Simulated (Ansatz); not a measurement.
C2H5NOS can be A, `NCC(O)=S`, or B, `N=C(S)CO`.

Program: Ansatz. Geometries: PBE0-D4/def2-TZVP. ΔE: electronic, gas phase. CCSD(T)/CBS adds triple-zeta CCSD(T) − MP2 to the extrapolated MP2 energy (def2 sets, frozen cores). Functionals use def2-TZVPP. B3LYP here is the variant with VWN-RPA as its local correlation; programs differ in this. One conformer a species, not always the lowest.

A:

Z-matrix (Å, degrees):
```
C
C 1 1.510
N 1 1.442 2 117.2
H 1 1.097 2 106.0 3 121.8
H 1 1.090 2 107.8 3 -125.0
S 2 1.626 1 125.1 3 147.5
O 2 1.330 1 111.8 3 -34.3
H 3 1.012 1 110.8 2 -62.2
H 3 1.012 1 111.0 2 56.8
H 7 0.969 2 107.1 1 -178.1
```

B:

Z-matrix (Å, degrees):
```
C
O 1 1.407
C 1 1.514 2 114.8
H 1 1.094 2 112.7 3 -122.6
H 1 1.094 2 106.2 3 119.1
H 2 0.961 1 108.6 3 69.8
S 3 1.768 1 116.4 2 37.4
N 3 1.263 1 118.8 2 -145.3
H 7 1.345 3 95.2 1 -8.5
H 8 1.019 3 112.9 1 -176.6
```

(1) Which isomer does CCSD(T)/CBS put lower? Give the gap. (Best estimate.)

(2) Give E(B) − E(A) in kJ/mol with r2SCAN-D4, PBE0-D4, B3LYP-D4, CCSD/def2-TZVPP, ωB97M-V, MP2/def2-TZVPP, PBE-D4. (Estimate.)

Largest T1 diagnostic: 0.016.

## Answers

(1) The calculation gave: A, by 34.0 kJ/mol.

(2) The calculation gave: r2SCAN-D4 36.9, PBE0-D4 37.6, B3LYP-D4 33.4, CCSD/def2-TZVPP 31.4, ωB97M-V 36.8, MP2/def2-TZVPP 37.5, PBE-D4 35.3. None reverses the order clearly.
